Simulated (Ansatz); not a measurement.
The same path of AlClH2O + H2 (7 atoms, charge 0, multiplicity 1) was run twice with different band settings. Lost on the way: H6–H7. Made: Al1–H6, O2–H7.

These are results of Ansatz, RKS LDA/def2-mTZVP, not measurements.

Relaxed end points:

```xyz
7
Properties=species:S:1:pos:R:3
Al -0.027 -0.103 0.246
O -0.089 -0.570 1.871
H -0.924 -0.669 2.361
H 1.363 -0.105 -0.493
Cl -1.817 0.178 -0.823
H -0.072 2.171 0.488
H 0.225 1.945 1.170
```

```xyz
7
Properties=species:S:1:pos:R:3
Al 0.130 0.546 -0.101
O -0.045 0.133 1.824
H -0.946 -0.286 1.817
H 1.313 -0.361 -0.652
Cl -1.851 -0.286 -0.402
H 0.184 2.142 -0.015
H -0.128 0.960 2.348
```

Common settings: movable images 7; climbing image yes; spring 5.0 eV/Å²; optimiser quadratic models (default); force threshold 0.03 eV/Å; iteration limit 60; end points relaxed.

| run | start path |
| --- | --- |
| 1 | through a guess of the saddle point |
| 2 | straight line |

**Question.** What does each run give, and how far can it be trusted?

**Answer.** Run 1: converged after 9 iterations, highest image 0.664 eV above the first end. A vibrational analysis at the climbing image gives one clearly imaginary mode, 1047i cm⁻¹: a first-order saddle point.
Run 2: converged after 14 iterations, highest image 0.664 eV above the first end. Another band between the same ends (7 images) ends at a top of the same energy, where a vibrational analysis finds 1 clearly imaginary mode.
The orbitals stay closed-shell, which can raise the energy where a bond breaks towards radicals; this wasn't checked here.
